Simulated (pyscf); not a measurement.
PySCF, gas phase, ωB97X-D3(BJ)/def2-SVP geometries. Correlated levels are frozen-core, on RHF or UHF. ΔMP2 is the change of the MP2 total energy from the triple- to the quadruple-zeta basis.

### Question
`[OH][SiH]([OH])[F]` -> `[OH][Si][OH]` [singlet] + `[FH]`
Surface: singlet. Broken: F–Si, H–Si. Formed: F–H. Give ΔE‡ and ΔE from CCSD(T)/def2-TZVPP + ΔMP2(QZVPP), relative to the reactant's lowest minimum found.

### Answer
ΔE‡ = 89.9 kcal/mol, ΔE = +69.5 kcal/mol. Zero-point energy shifts the barrier by -2.6 kcal/mol. It is a 1,1-elimination, with an imaginary mode of 1328i cm⁻¹. This is the saddle that the search found; another between the same sides may lie lower. The CCSD(T) − MP2 part came from Ansatz, without density fitting, on the same reference.
